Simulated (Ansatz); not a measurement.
Basis-set extrapolation for HNO, SMILES `N=O` (PBE0-D4/def2-TZVP geometry, frozen core, Ansatz 0.2.0). Multiplicity 1, RHF reference.

```json
{"": "HF", "def2-TZVPP": "-129.844747", "def2-QZVPP": "-129.850659"}
{"": "MP2 correlation", "def2-TZVPP": "-0.431583", "def2-QZVPP": "-0.464123"}
{"": "CCSD(T) correlation", "def2-TZVPP": "-0.457733", "def2-QZVPP": "-0.487817"}
```

Energies in hartree. Use E(X) = E(∞) + A·exp(−7.88·√X) for Hartree–Fock and E(X) = E(∞) + B·X^(−2.97) for correlation, with X = 3 and 4.

What is the CCSD(T) energy at the basis-set limit?

HF limit: -129.850659 + (-0.005912) × 0.13774 = -129.85147. Correlation limit: -0.487817 + (-0.030084) × 0.74074 = -0.51010. Total: -130.36157 hartree, 155.1 kJ/mol below CCSD(T)/def2-TZVPP.
